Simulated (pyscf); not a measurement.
Concerted two-bond exchange: `[OH][Ga]` [singlet] + `[NH3]` -> `[NH]=[Ga][OH]` + `[H][H]`

Gas phase, singlet surface, charge 0. Bonds broken: N4–H5, N4–H6. Bonds formed: Ga1–N4, H5–H6. Structures and frequencies: ωB97X-D3(BJ)/def2-SVP in PySCF.

Transition state (Å):

```xyz
7

Ga    -0.2102    -1.1232     0.0387
O     -1.0439    -1.2193     1.6229
H     -0.9285    -2.0259     2.1367
N     -0.4920     0.3794    -1.0565
H     -1.4734     1.0584    -1.3228
H     -1.2135     1.9488    -1.3292
H      0.0357     0.4226    -1.9345
```

One imaginary mode, 1214i cm⁻¹; descent along it reached the two sides named, in the forms told below.

```csv
bond,change,reactant side (Å),saddle,product side
N4–H5,breaks,1.020,1.223,2.435
N4–H6,breaks,1.025,1.749,3.2
Ga1–N4,forms,2.370,1.881,1.702
H5–H6,forms,1.666,0.928,0.764
```

Electronic energies relative to the separated reactants (kJ/mol):

```
level                   barrier  reaction energy  reverse barrier
----------------------  -------  ---------------  ---------------
ωB97X-D3(BJ)/def2-TZVP    387.9           +235.0            152.9
PBE/def2-TZVP             301.3           +218.2             83.1
r²SCAN/def2-TZVP          312.3           +214.3             98.0
B3LYP-D3(BJ)/def2-TZVP    343.9           +240.9            102.9
PBE0-D3(BJ)/def2-TZVP     344.5           +238.0            106.5
M06-2X/def2-TZVP          375.6           +237.0            138.6
ωB97M-D3(BJ)/def2-TZVP    391.6           +252.9            138.7
HF/def2-TZVP              487.2           +294.3            192.9
```

With ωB97M-D3(BJ)/def2-TZVP energies and thermal terms (ideal gas, 1 atm, RRHO with modes under 100 cm⁻¹ raised to 100, one conformer, R ln 2 for chiral ones without a mode under 150 cm⁻¹), in kJ/mol:

| T (K) | ΔH‡ | ΔG‡ | ΔH | ΔG |
|---|---|---|---|---|
| 298 | 367.6 | 406.1 | +229.1 | +234.6 |
| 600 | 371.6 | 443.8 | +235.1 | +237.9 |
| 900 | 377.0 | 478.8 | +240.6 | +238.0 |
| 1200 | 382.4 | 511.8 | +245.0 | +236.4 |

On the reactant side the descent ends in an adduct with a Ga–N contact, 52.1 kJ/mol under the separated species and 440.0 kJ/mol under the saddle at ωB97X-D3(BJ)/def2-TZVP. What is counted as formed (Ga–N) is already present as a longer contact in the reactant adduct; forming that adduct is a step of its own. The same reactants have a lower exit, to H₂N–Ga [singlet] + H₂O (highest point, the separated products, at +56.5 kJ/mol at ωB97M-D3(BJ)/def2-TZVP, against +391.6 kJ/mol here). HN=Ga–OH lies 42.0 kJ/mol over its isomer H₂N–Ga=O (electronic energy, ωB97M-D3(BJ)/def2-TZVP). This is the saddle that the search found; another between the same sides may lie lower. One closed-shell reference is unstable to symmetry breaking; treat the single-reference values with care. Elements up to Kr have no core potential and no relativistic terms here.
